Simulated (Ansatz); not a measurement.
I need harmonic frequencies at the relaxed geometry of CH₂O₃, SMILES O=C(O)O. Use Ansatz's Python interface. Level of theory (for the species named): B3LYP, def2-SVP basis, multiplicity 1.

```xyz
6

O    -0.6076   -0.9039    0.7545
C    -0.0571   -0.0693    0.0484
O     1.2209   -0.1183   -0.2210
O    -0.5305    0.9917   -0.5677
H     1.5656   -0.9156    0.2606
H    -1.5491    0.9512   -0.3209
```

`run_freq.py`
```python
'''Harmonic frequencies of CH2O3 at its relaxed geometry.'''

import itertools

import ansatz
from ase.data import atomic_numbers, covalent_radii
import numpy as np

GEOMETRY = '''
O    -0.60760   -0.90390    0.75450
C    -0.05710   -0.06930    0.04840
O     1.22090   -0.11830   -0.22100
O    -0.53050    0.99170   -0.56770
H     1.56560   -0.91560    0.26060
H    -1.54910    0.95120   -0.32090
'''


def main() -> None:
    mol = ansatz.Crystal.molecule()
    for line in GEOMETRY.strip().splitlines():
        symbol, *xyz = line.split()
        mol = mol.atom(symbol, [float(v) for v in xyz])

    setup = mol.calculation().basis(gaussian='def2-SVP').functional('B3LYP')
    symbols = [site.symbol for site in mol.cartesian_sites]
    start = np.array([site.position_ang for site in mol.cartesian_sites], dtype=float)
    report = setup.relax(force_tolerance=0.003, max_steps=100).run().report
    end = np.array(report['positions_ang'])

    # pairs closer than 1.2 times the sum of covalent radii, before or after
    radius = [covalent_radii[atomic_numbers[s]] for s in symbols]
    span = lambda where, i, j: np.linalg.norm(where[i] - where[j])
    bonded = [(i, j) for i, j in itertools.combinations(range(len(symbols)), 2) if min(span(start, i, j), span(end, i, j)) < 1.2 * (radius[i] + radius[j])]
    print('pair        before    after (A)')
    for i, j in bonded:
        print(f'{symbols[i]}{i}-{symbols[j]}{j}'.ljust(10), f'{span(start, i, j):8.4f} {span(end, i, j):8.4f}')

    # frequencies need a stationary point, so they are taken at the relaxed geometry
    minimum = ansatz.Crystal.molecule()
    for symbol, place in zip(symbols, end):
        minimum = minimum.atom(symbol, place.tolist())
    vibrating = (
        minimum.calculation()
        .basis(gaussian='def2-SVP')
        .functional('B3LYP')
        .phonons(temperatures=(298.15, 498.15, 100))
    )
    vib = vibrating.run().report['vibrations']
    sums = vib['harmonic_sums']
    modes = [m['omega_inv_cm'] for m in sums['modes_at_gamma'] if m['rigid_motion'] == 'no']
    for number, w in enumerate(modes, start=1):
        print(f'mode {number:2d} {w:9.1f} 1/cm {w / 8065.544 * 1000:8.2f} meV')
    print('imaginary modes:', sum(w < 0 for w in modes), ' zero-point energy:', round(sums['zero_point_energy_ev'], 4), 'eV')
    print('T (K)   F_vib (eV)   S_vib (meV/K)   C_vib (meV/K)')
    for row in zip(sums['temperatures_k'], sums['vibrational_free_energy_ev'], vib['entropy_ev_per_k'], vib['heat_capacity_ev_per_k']):
        print(f'{row[0]:6.1f} {row[1]:11.4f} {1000 * row[2]:13.4f} {1000 * row[3]:15.4f}')


if __name__ == '__main__':
    main()
```

```console
$ python run_freq.py
pair        before    after (A)
O0-C1        1.2240   1.2047
C1-O2        1.3070   1.3370
C1-O3        1.3151   1.3370
O2-H4        0.9932   0.9695
O3-H5        1.0489   0.9695
mode  1     532.5 1/cm    66.02 meV
mode  2     558.7 1/cm    69.27 meV
mode  3     604.1 1/cm    74.90 meV
mode  4     611.8 1/cm    75.86 meV
mode  5     803.7 1/cm    99.64 meV
mode  6    1001.3 1/cm   124.14 meV
mode  7    1169.9 1/cm   145.05 meV
mode  8    1289.3 1/cm   159.86 meV
mode  9    1489.8 1/cm   184.71 meV
mode 10    1885.3 1/cm   233.75 meV
mode 11    3805.6 1/cm   471.84 meV
mode 12    3808.9 1/cm   472.24 meV
imaginary modes: 0  zero-point energy: 1.0886 eV
T (K)   F_vib (eV)   S_vib (meV/K)   C_vib (meV/K)
 298.1      1.0811        0.1027          0.2526
 398.1      1.0664        0.1934          0.3767
 498.1      1.0422        0.2889          0.4756
```

The frequencies are harmonic and unscaled, in a modest basis. The result belongs to the one conformer reached from this start, and soft torsions count as harmonic oscillators. b3lyp holds the VWN-RPA fit, as in Gaussian; the form of ORCA and Turbomole is b3lyp5. Wall time of the script: 31 s on 1 thread of Intel(R) Xeon(R) 6975P-C (Granite Rapids), on a shared host, peak memory 0.2 GiB.

(Lines on the test bed's own set-up are left out of the output.)
